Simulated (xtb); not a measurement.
xtb input (GFN2-xTB):

```bash
xtb mol.xyz --gfn 2 --sp --chrg -1 --uhf 0
```
mol.xyz:
```
2

S     -0.00000000    -0.00000000    -0.07925565
H      0.00000000     0.00000000     1.26809037
```

Output:

```
           -------------------------------------------------
          |                Calculation Setup                |
           -------------------------------------------------

           -------------------------------------------------
          |                 G F N 2 - x T B                 |
           -------------------------------------------------

        Reference                      10.1021/acs.jctc.8b01176
      * Hamiltonian:
        H0-scaling (s, p, d)           1.850000    2.230000    2.230000
        zeta-weighting                 0.500000
      * Dispersion:
        s8                             2.700000
        a1                             0.520000
        a2                             5.000000
        s9                             5.000000
      * Repulsion:
        kExp                           1.500000    1.000000
        rExp                           1.000000
      * Coulomb:
        alpha                          2.000000
        third order                    shell-resolved
        anisotropic                    true
        a3                             3.000000
        a5                             4.000000
        cn-shift                       1.200000
        cn-exp                         4.000000
        max-rad                        5.000000

          ...................................................
          :                      SETUP                      :
          :.................................................:
          :  # basis functions                  11          :
          :  # atomic orbitals                  10          :
          :  # shells                            4          :
          :  # electrons                         8          :
          :  max. iterations                   250          :
          :  Hamiltonian                  GFN2-xTB          :
          :  restarted?                      false          :
          :  GBSA solvation                  false          :
          :  PC potential                    false          :
          :  electronic temp.          300.0000000     K    :
          :  accuracy                    1.0000000          :
          :  -> integral cutoff          0.2500000E+02      :
          :  -> integral neglect         0.1000000E-07      :
          :  -> SCF convergence          0.1000000E-05 Eh   :
          :  -> wf. convergence          0.1000000E-03 e    :
          :  Broyden damping             0.4000000          :
          :  net charge                         -1          :
          :  unpaired electrons                  0          :
          ...................................................

 iter      E             dE          RMSdq      gap      omega  full diag
   1     -3.9563214 -0.395632E+01  0.797E+00    5.92       0.0  T
   2     -3.9578636 -0.154220E-02  0.445E+00    5.53       1.0  T
   3     -3.9582919 -0.428301E-03  0.376E-01    5.06       1.0  T
   4     -3.9583218 -0.298296E-04  0.194E-01    5.10       1.0  T
   5     -3.9583213  0.516740E-06  0.120E-01    5.09       1.0  T
   6     -3.9583233 -0.204433E-05  0.350E-02    5.10       2.0  T
   7     -3.9583235 -0.157459E-06  0.237E-03    5.10      29.8  T
   8     -3.9583235 -0.663368E-09  0.773E-04    5.10      91.4  T
   9     -3.9583235 -0.118495E-09  0.617E-06    5.10   11462.0  T

   *** convergence criteria satisfied after 9 iterations ***

         #    Occupation            Energy/Eh            Energy/eV
      -------------------------------------------------------------
         1        2.0000           -0.4153620             -11.3026
         2        2.0000           -0.2107203              -5.7340
         3        2.0000           -0.0814362              -2.2160
         4        2.0000           -0.0814362              -2.2160 (HOMO)
         5                          0.1059816               2.8839 (LUMO)
         6                          0.2488206               6.7708
         7                          0.2488206               6.7708
         8                          0.2678417               7.2883
         9                          0.2678417               7.2883
        10                          0.6782880              18.4572
      -------------------------------------------------------------
                  HL-Gap            0.1874178 Eh            5.0999 eV
             Fermi-level            0.0122727 Eh            0.3340 eV

 SCC (total)                   0 d,  0 h,  0 min,  0.002 sec
 SCC setup                      ...        0 min,  0.000 sec (  5.715%)
 Dispersion                     ...        0 min,  0.000 sec (  1.227%)
 classical contributions        ...        0 min,  0.000 sec (  0.723%)
 integral evaluation            ...        0 min,  0.000 sec ( 15.563%)
 iterations                     ...        0 min,  0.002 sec ( 64.496%)
 molecular gradient             ...        0 min,  0.000 sec (  6.860%)
 printout                       ...        0 min,  0.000 sec (  4.794%)

         :::::::::::::::::::::::::::::::::::::::::::::::::::::
         ::                     SUMMARY                     ::
         :::::::::::::::::::::::::::::::::::::::::::::::::::::
         :: total energy              -3.949997426049 Eh    ::
         :: gradient norm              0.005716348324 Eh/a0 ::
         :: HOMO-LUMO gap              5.099897657397 eV    ::
         ::.................................................::
         :: SCC energy                -3.958323457772 Eh    ::
         :: -> isotropic ES            0.162175304355 Eh    ::
         :: -> anisotropic ES         -0.001229500387 Eh    ::
         :: -> anisotropic XC          0.002984403639 Eh    ::
         :: -> dispersion             -0.000246375815 Eh    ::
         :: repulsion energy           0.008326031723 Eh    ::
         :: add. restraining           0.000000000000 Eh    ::
         :: total charge              -1.000000000000 e     ::
         :::::::::::::::::::::::::::::::::::::::::::::::::::::

           -------------------------------------------------
          |                Property Printout                |
           -------------------------------------------------

    * Orbital Energies and Occupations

         #    Occupation            Energy/Eh            Energy/eV
      -------------------------------------------------------------
         1        2.0000           -0.4153620             -11.3026
         2        2.0000           -0.2107203              -5.7340
         3        2.0000           -0.0814362              -2.2160
         4        2.0000           -0.0814362              -2.2160 (HOMO)
         5                          0.1059816               2.8839 (LUMO)
         6                          0.2488206               6.7708
         7                          0.2488206               6.7708
         8                          0.2678417               7.2883
         9                          0.2678417               7.2883
        10                          0.6782880              18.4572
      -------------------------------------------------------------
                  HL-Gap            0.1874178 Eh            5.0999 eV
             Fermi-level            0.0122727 Eh            0.3340 eV

     #   Z          covCN         q      C6AA      α(0)
     1  16 S        0.922    -1.041   190.803    23.364
     2   1 H        0.922     0.041     2.437     2.441

 Mol. C6AA /au·bohr⁶  :        236.276945
 Mol. C8AA /au·bohr⁸  :      10424.470401
 Mol. α(0) /au        :         25.804863

Wiberg/Mayer (AO) data.
largest (>0.10) Wiberg bond orders for each atom

 ---------------------------------------------------------------------------
     #   Z sym  total        # sym  WBO       # sym  WBO       # sym  WBO
Note: The following floating-point exceptions are signalling: IEEE_DENORMAL
normal termination of xtb
 ---------------------------------------------------------------------------
     1  16 S    0.998 --     2 H    0.998
     2   1 H    0.998 --     1 S    0.998
 ---------------------------------------------------------------------------

Topologies differ in total number of bonds
Writing topology from bond orders to xtbtopo.mol

molecular dipole:
                 x           y           z       tot (Debye)
 q only:        0.000       0.000       0.254
   full:        0.000      -0.000       0.444       1.130
molecular quadrupole (traceless):
                xx          xy          yy          xz          yz          zz
 q only:       -0.106       0.000      -0.106       0.000       0.000       0.212
  q+dip:       -0.214       0.000      -0.214      -0.000       0.000       0.428
   full:       -0.661      -0.000      -0.661       0.000       0.000       1.321

           -------------------------------------------------
          | TOTAL ENERGY               -3.949997426049 Eh   |
          | GRADIENT NORM               0.005716348324 Eh/α |
          | HOMO-LUMO GAP               5.099897657397 eV   |
           -------------------------------------------------

------------------------------------------------------------------------
------------------------------------------------------------------------
 total:
 SCF:
```

This state (charge -1, singlet) is run at the relaxed geometry of the species with charge 0 and multiplicity 2.
